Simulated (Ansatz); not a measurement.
Two isomers of C4H4F2: A = `F[C@@H]1C=C[C@H]1F`, B = `FCC#CCF`.

Calculated with Ansatz (gas phase, PBE0-D4/def2-TZVP geometries, no zero-point term in ΔE). CCSD(T)/CBS adds triple-zeta CCSD(T) − MP2 to the extrapolated MP2 energy (def2 sets, frozen cores). Functionals use def2-TZVPP.

Problem. Which isomer does CCSD(T)/CBS put lower? Give the gap. (An estimate is asked.)

Solution. The calculation gave: A, by 51.2 kJ/mol.

Problem. Give E(B) − E(A) in kJ/mol with LDA (SPW92), CCSD(T)/def2-TZVPP, MP2/def2-TZVPP, CCSD/def2-TZVPP, PBE-D4, CCSD(T)/def2-SVP, r2SCAN-D4. (Best estimate.)

Solution. Ansatz gave: LDA (SPW92) 77.4, CCSD(T)/def2-TZVPP 49.1, MP2/def2-TZVPP 43.9, CCSD/def2-TZVPP 47.4, PBE-D4 56.4, CCSD(T)/def2-SVP 51.7, r2SCAN-D4 53.1. None reverses the order clearly.

Problem. Does the order hold for the free energy at 298.15 K (harmonic terms from PBE0-D4)? (Best estimate.)

Solution. Computed: Yes: G(B) − G(A) = +41.3 kJ/mol. Modes under 60 cm⁻¹, often nearly free rotors, make the harmonic entropy too high.

Largest T1 diagnostic: 0.012.

The D4 term adds +5.3 kJ/mol with B3LYP and +2.6 kJ/mol with PBE0; it sums over pairs of atoms, weighted by their polarisabilities, and B3LYP, whose exchange is more repulsive, gets the larger term. Leaving LDA and LC-ωPBE aside and taking each functional with its dispersion term where it has one, the values, not all of them listed here, spread over 34.1 kJ/mol, from BLYP-D4 to PBE0-D4. LDA lies +24.1 kJ/mol from PBE without D4.

B3LYP here is the variant with VWN-RPA as its local correlation; programs differ in this.
